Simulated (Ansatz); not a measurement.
We consider hcp Tm, described by PBE-D4 (Ansatz, a quantum-chemistry and plane-wave program, plane waves, PAW).

Numerical settings: plane-wave cutoff 500 eV, 24×24×14 k mesh (along the axes of the cell as run), Fermi–Dirac smearing 0.1 eV, spin-polarised with parallel moments, scalar-relativistic PAW data made under PBE.

Cell (relaxed at this level):

Tm is taken in the hexagonal space group P6₃/mmc (No. 194), the hcp (Mg type) structure, Pearson symbol hP2. Cell: a = b = 3.6238 Å, c = 5.9237 Å, α = β = 90.00°, γ = 120.00°. Tm on 2c is coordinated by 12 Tm at 3.624–3.626 Å (anticuboctahedral). (Neighbours: up to the widest gap in distance over summed covalent radii, below 1.35, at either atom.)

Q: Estimate the magnetic moment per atom (the cell's total over its atoms) that the calculation returns.

A: 
magnetic moment per atom (the cell's total over its atoms): 1.12 μB

Note: the 4f shell is treated without U or exact exchange, so its levels and filling can be wrong; the collinear magnetic order is the start's and need not be the measured one.

Moments are spin moments.

Spin–orbit coupling is not included.

Computed values are for the static lattice.

It cost about 25 core-minutes (a rough figure) of CPU time.
